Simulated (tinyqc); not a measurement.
Worked calculation (part 3 of 3): RHF in the sto-6g basis, for BH3, spin multiplicity 1. Computed by tinyqc, a small Python program that keeps every step (integrals from PySCF). Command: `OMP_NUM_THREADS=1 python tinyqc.py 24172 24173 out.jsonl` (the two numbers bound the seeds that draw the settings). One thread of a shared host (Intel(R) Xeon(R) Processor @ 2.60GHz), about 0.2 s of CPU time with the checks.

Geometry (angstrom):
```
atom          x          y         z
B      0.000000   0.000000  0.035000
H      1.458000   0.000000  0.000000
H     -0.729000   1.262000  0.000000
H     -0.729000  -1.262000  0.000000
```

## Convergence

Stop when the energy changes by less than 1e-10 hartree and every element of the error matrix X^T (F D S - S D F) X is below 3e-06.

Course of the cycle:
```
iteration   E (hartree)     change  largest element of the error matrix
1          -25.90116276          -                             5.08e-01
2          -26.19470618  -2.94e-01                             1.29e-01
3          -26.20663880  -1.19e-02                             1.66e-02
4          -26.20733195  -6.93e-04                             4.81e-03
5          -26.20736092  -2.90e-05                             4.94e-05
6          -26.20736092  -3.27e-09                             1.80e-05
7          -26.20736092  -3.85e-10                             2.02e-06
8          -26.20736092  -5.02e-12                             5.19e-08
```

PySCF RHF in the same basis = -26.20736092 hartree

Converged in 8 iterations.

## Populations, bond orders and dipole

D after iteration 8:
```
            1B 1s      1B 2s     1B 2px     1B 2py     1B 2pz      2H 1s      3H 1s      4H 1s
1B 1s    2.071503  -0.235530  -0.000011   0.000000   0.001467  -0.125360  -0.125353  -0.125353
1B 2s   -0.235530   0.827232   0.000113   0.000000  -0.004484   0.356888   0.356697   0.356697
1B 2px  -0.000011   0.000113   0.495199   0.000000   0.000005   0.547968  -0.273940  -0.273940
1B 2py   0.000000   0.000000   0.000000   0.495237   0.000000   0.000000   0.474541  -0.474541
1B 2pz   0.001467  -0.004484   0.000005   0.000000   0.000024  -0.001930  -0.001939  -0.001939
2H 1s   -0.125360   0.356888   0.547968   0.000000  -0.001930   0.760505  -0.148989  -0.148989
3H 1s   -0.125353   0.356697  -0.273940   0.474541  -0.001939  -0.148989   0.760394  -0.149028
4H 1s   -0.125353   0.356697  -0.273940  -0.474541  -0.001939  -0.148989  -0.149028   0.760394
```

overlap S:
```
           1B 1s     1B 2s     1B 2px     1B 2py     1B 2pz      2H 1s      3H 1s      4H 1s
1B 1s   1.000000  0.264891   0.000000   0.000000   0.000000   0.037632   0.037682   0.037682
1B 2s   0.264891  1.000000   0.000000   0.000000   0.000000   0.348096   0.348346   0.348346
1B 2px  0.000000  0.000000   1.000000   0.000000   0.000000   0.389742  -0.195057  -0.195057
1B 2py  0.000000  0.000000   0.000000   1.000000   0.000000   0.000000   0.337672  -0.337672
1B 2pz  0.000000  0.000000   0.000000   0.000000   1.000000  -0.009356  -0.009365  -0.009365
2H 1s   0.037632  0.348096   0.389742   0.000000  -0.009356   1.000000   0.050072   0.050072
3H 1s   0.037682  0.348346  -0.195057   0.337672  -0.009365   0.050072   1.000000   0.050158
4H 1s   0.037682  0.348346  -0.195057  -0.337672  -0.009365   0.050072   0.050158   1.000000
```

Mulliken: Z minus the diagonal of D S on the atom; Loewdin: the same with S^(1/2) D S^(1/2); Mayer order: 2 sum_s sum (D(s) S)_ij (D(s) S)_ji over the two atoms.

Charges (e):
```
atom   Mulliken    Loewdin
1B     0.236044   0.228683
2H    -0.078683  -0.076232
3H    -0.078680  -0.076226
4H    -0.078680  -0.076226
```

Mayer bond orders:
```
pair     order
2-1   0.971479
3-1   0.971492
3-2   0.011165
4-1   0.971492
4-2   0.011165
4-3   0.011152
```

dipole moment about the origin, x y z (debye): 0.000045  0.000000  0.088188
